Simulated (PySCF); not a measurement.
Gas-phase reaction: AlCH₃ + 2 CH₃ + 2 AlF₃ → 3 Al(CH₃)F₂

Method: PySCF energies plus ideal-gas RRHO corrections (1 bar). † marks an energy on the PBE0/def2-TZVP geometry and frequencies; other levels use their own. MP2 freezes the core. Open shells (unrestricted): CH₃ (multiplicity 2); the rest are closed-shell singlets. AlCH₃, Al(CH₃)F₂: computed as isolated molecules; such fragments, hydroxides, amides, oligomers or adducts are transient or little studied in the gas. MP2 isn't extrapolated to the basis-set limit.

PBE/def2-SVP gives ΔH°(298 K) = -625 kJ.

**Question.** What do MP2/def2-TZVPP†, PBE0/def2-QZVP†, MP2/def2-SVP† give?

**Answer.** MP2/def2-TZVPP†: -607 kJ; PBE0/def2-QZVP†: -590 kJ; MP2/def2-SVP†: -598 kJ. For scale, ΔH°(298 K) is -625 kJ at this level, -604 kJ at ωB97M-V/def2-TZVP†, and runs from -701 to -430 kJ over the 19 levels computed († marks an energy on the PBE0/def2-TZVP geometry).
